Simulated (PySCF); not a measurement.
Molecule: `C(CC)(C)(C)Cl`, C₅H₁₁Cl.

Atom-mapped SMILES (the numbers label the heavy atoms): `[CH3:1][CH2:2][C:3]([CH3:4])([CH3:5])[Cl:6]`; H(Xn) means a hydrogen on atom n.

Geometry PBE0-D3(BJ)/def2-SVP throughout; GIAO in PySCF 2.14, gas phase, one conformer, non-relativistic; equivalent atoms averaged; basis pcSseg-1.

For orientation, BP86 gives these absolute shieldings σ: C3 100.8, C2 136.6, C4/C5 144.7, C1 168.2, Cl6 669.7, H(C4)/H(C5) 29.73, H(C2) 29.67, H(C1) 30.06 ppm.

A run gave: C3 111.8, C2 145.3, C4/C5 152.9, C1 173.9, Cl6 702.5, H(C4)/H(C5) 29.76, H(C2) 29.65, H(C1) 30.08 ppm (absolute shieldings σ).

Question: Which functional was used in that run?
A. PBE
B. OPBE
C. B3LYP
D. LDA

Answer: B. C3 tells them apart best: OPBE gives 111.8, PBE gives 101.9, B3LYP gives 102.0, LDA gives 99.4 ppm.
